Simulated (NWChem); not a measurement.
Everything below was run with NWChem. System: CH2O, charge 0, spin multiplicity 1, displaced from the optimised geometry. Level: CR-CCSD(T)/cc-pVDZ, 2 core orbitals frozen, spin-restricted.

The NWChem input:

```
start mol
memory heap 100 mb stack 700 mb global 1900 mb
geometry units angstroms nocenter noautoz noautosym
  C      0.000000     0.000000     0.522802
  O      0.000000     0.000000    -0.577583
  H     -0.944428     0.000000     1.124670
  H      0.944428     0.000000     1.124670
end
basis spherical
  * library cc-pvdz
end
scf
  rhf
  nopen 0
  maxiter 100
  thresh 1e-7
  semidirect memsize 60000000 filesize 0
end
tce
  freeze core 2
  cr-ccsd(t)
  2eorb
  2emet 13
  thresh 1e-6
  maxiter 100
  tilesize 24
end
task tce energy
```

NWChem printed:

```
             Northwest Computational Chemistry Package (NWChem) 7.3.0
             --------------------------------------------------------

                                NWChem Input Module
                                -------------------

 Scaling coordinates for geometry "geometry" by  1.889725989
 (inverse scale =  0.529177249)

                             Geometry "geometry" -> ""
                             -------------------------

 Output coordinates in angstroms (scale by  1.889725989 to convert to a.u.)

  No.       Tag          Charge          X              Y              Z
 ---- ---------------- ---------- -------------- -------------- --------------
    1 C                    6.0000     0.00000000     0.00000000     0.52280200
    2 O                    8.0000     0.00000000     0.00000000    -0.57758300
    3 H                    1.0000    -0.94442800     0.00000000     1.12467000
    4 H                    1.0000     0.94442800     0.00000000     1.12467000

 Effective nuclear repulsion energy (a.u.)      33.3830272116

            Nuclear Dipole moment (a.u.)
            ----------------------------
        X                 Y               Z
 ---------------- ---------------- ----------------
     0.0000000000     0.0000000000     1.4465625675


 Summary of "ao basis" -> "" (spherical)
 ------------------------------------------------------------------------------
       Tag                 Description            Shells   Functions and Types
 ---------------- ------------------------------  ------  ---------------------
 *                          cc-pvdz                   on all atoms

 Summary of "ao basis" -> "ao basis" (spherical)
 ------------------------------------------------------------------------------
       Tag                 Description            Shells   Functions and Types
 ---------------- ------------------------------  ------  ---------------------
 C                          cc-pvdz                  6       14   3s2p1d
 O                          cc-pvdz                  6       14   3s2p1d
 H                          cc-pvdz                  3        5   2s1p

                                 NWChem SCF Module
                                 -----------------

  ao basis        = "ao basis"
  functions       =    38
  atoms           =     4
  closed shells   =     8
  open shells     =     0
  charge          =   0.00
  wavefunction    = RHF
  use symmetry    = F
  symmetry adapt  = F

 Summary of "ao basis" -> "ao basis" (spherical)
 ------------------------------------------------------------------------------
       Tag                 Description            Shells   Functions and Types
 ---------------- ------------------------------  ------  ---------------------
 C                          cc-pvdz                  6       14   3s2p1d
 O                          cc-pvdz                  6       14   3s2p1d
 H                          cc-pvdz                  3        5   2s1p

 Forming initial guess at       0.1s

      Superposition of Atomic Density Guess
      -------------------------------------

 Sum of atomic energies:        -113.42837521

      Non-variational initial energy
      ------------------------------

 Total energy =    -114.391523
 1-e energy   =    -219.898444
 2-e energy   =      72.123894
 HOMO         =      -0.308992
 LUMO         =      -0.004601

 Starting SCF solution at       0.3s

 ----------------------------------------------
         Quadratically convergent ROHF
[...]
   Bfn.  Coefficient  Atom+Function         Bfn.  Coefficient  Atom+Function
  ----- ------------  ---------------      ----- ------------  ---------------
     3      1.933676  1 C  s                 30     -1.360428  3 H  s
    35     -1.360428  4 H  s                  9      0.591800  1 C  pz
     6      0.196402  1 C  pz

 Vector   11  Occ=0.000000D+00  E= 2.709328D-01
              MO Center=  1.8D-13, -7.7D-17,  1.4D+00, r^2= 4.2D+00
   Bfn.  Coefficient  Atom+Function         Bfn.  Coefficient  Atom+Function
  ----- ------------  ---------------      ----- ------------  ---------------
    30      1.871821  3 H  s                 35     -1.871821  4 H  s
     7      1.454595  1 C  px                21     -0.370945  2 O  px
     4      0.364546  1 C  px

 center of mass
 --------------
 x =   0.00000000 y =   0.00000000 z =  -0.04394101

 moments of inertia (a.u.)
 ------------------
          39.814272869713           0.000000000000           0.000000000000
           0.000000000000          46.234501636101           0.000000000000
           0.000000000000           0.000000000000           6.420228766388

  Mulliken analysis of the total density
  --------------------------------------

    Atom       Charge   Shell Charges
 -----------   ------   -------------------------------------------------------
    1 C    6     5.79   2.00  0.69  0.42  1.93  0.58  0.17
    2 O    8     8.20   2.00  0.84  0.87  2.85  1.61  0.03
    3 H    1     1.00   0.77  0.21  0.03
    4 H    1     1.00   0.77  0.21  0.03

       Multipole analysis of the density wrt the origin
       ------------------------------------------------

     L   x y z        total         open         nuclear
     -   - - -        -----         ----         -------
     0   0 0 0     -0.000000      0.000000     16.000000

     1   1 0 0     -0.000000      0.000000      0.000000
     1   0 1 0      0.000000      0.000000      0.000000
     1   0 0 1      0.812604      0.000000      1.446563

     2   2 0 0     -8.602080      0.000000      6.370381
     2   1 1 0     -0.000000      0.000000      0.000000
     2   1 0 1      0.000000      0.000000      0.000000
     2   0 2 0     -8.360433      0.000000      0.000000
     2   0 1 1      0.000000      0.000000      0.000000
     2   0 0 2     -8.845788      0.000000     24.420773

                   NWChem Extensible Many-Electron Theory Module
                   ---------------------------------------------


            General Information
            -------------------
      Number of processors :     1
         Wavefunction type : Restricted Hartree-Fock
          No. of electrons :    16
           Alpha electrons :     8
            Beta electrons :     8
           No. of orbitals :    76
            Alpha orbitals :    38
             Beta orbitals :    38
        Alpha frozen cores :     2
         Beta frozen cores :     2
     Alpha frozen virtuals :     0
      Beta frozen virtuals :     0
         Spin multiplicity : singlet
    Number of AO functions :    38
       Number of AO shells :    18
        Use of symmetry is : off
      Symmetry adaption is : off
         Schwarz screening : 0.10D-09

          Correlation Information
          -----------------------
          Calculation type : Coupled-cluster singles & doubles w/ perturbation
   Perturbative correction : Completely renormalized (T)
            Max iterations :      100
        Residual threshold : 0.10D-05
     T(0) DIIS level shift : 0.00D+00
     L(0) DIIS level shift : 0.00D+00
     T(1) DIIS level shift : 0.00D+00
     L(1) DIIS level shift : 0.00D+00
     T(R) DIIS level shift : 0.00D+00
     T(I) DIIS level shift : 0.00D+00
   CC-T/L Amplitude update :  5-th order DIIS
                I/O scheme : Global Array Library
        L-threshold :  0.10D-05
        EOM-threshold :  0.10D-05
 no EOMCCSD initial starts read in
 TCE RESTART OPTIONS
 SLICE:      F
 D4D5:       F
 quantumc:   F
 qrotation:  F
 pwtce:      F
 qducc:      F
 nacto:                         0
 nrotv:                         0
 nrot:                          0

            Memory Information
            ------------------
          Available GA space size is     249035356 doubles
          Available MA space size is     104855316 doubles

 Maximum block size supplied by input
 Maximum block size        24 doubles

 tile_dim =     15

 -------------------------------------------------

 Global array virtual files algorithm will be used

 Parallel file system coherency ......... OK

 4-electron integrals stored in orbital form

 v2    file size   =           481626
 4-index algorithm nr.  13 is used
 imaxsize =       30
 imaxsize ichop =        0


CCSD iterations
 ---------------------------------------------------------
 Iter          Residuum       Correlation     Cpu    Wall
 ---------------------------------------------------------
    1   0.1417115964854  -0.3050496079616     0.0     0.0
    2   0.0389646440669  -0.3144073262329     0.0     0.0
    3   0.0141266742341  -0.3204345423208     0.0     0.0
    4   0.0061661687360  -0.3215647720809     0.0     0.0
    5   0.0027872602776  -0.3221470252677     0.0     0.0
    6   0.0007141707708  -0.3224343881591     0.0     0.0
    7   0.0003013885681  -0.3224887534681     0.0     0.0
    8   0.0001485876358  -0.3224905702773     0.0     0.0
    9   0.0000787118528  -0.3224911587314     0.0     0.0
   10   0.0000431085912  -0.3224930179115     0.0     0.0
   11   0.0000072633198  -0.3224941342548     0.0     0.0
   12   0.0000029938535  -0.3224945746801     0.0     0.0
   13   0.0000014848683  -0.3224946745029     0.0     0.0
   14   0.0000008498875  -0.3224946874700     0.0     0.0
 -----------------------------------------------------------------
 Iterations converged
 CCSD correlation energy / hartree =        -0.322494687469990
 CCSD total energy / hartree       =      -114.184575370096397

 Singles contributions

 Doubles contributions
 CR-CCSD(T)

 CR-CCSD[T]  correction energy / hartree =        -0.007537474957633
 CR-CCSD[T] correlation energy / hartree =        -0.330032162427623
 CR-CCSD[T] total energy / hartree       =      -114.192112845054027
 CR-CCSD(T)  correction energy / hartree =        -0.007007394426978
 CR-CCSD(T) correlation energy / hartree =        -0.329502081896968
 CR-CCSD(T) total energy / hartree       =      -114.191582764523375

 Task  times  cpu:        3.4s     wall:        3.4s

 Total times  cpu:        3.4s     wall:        3.4s
```
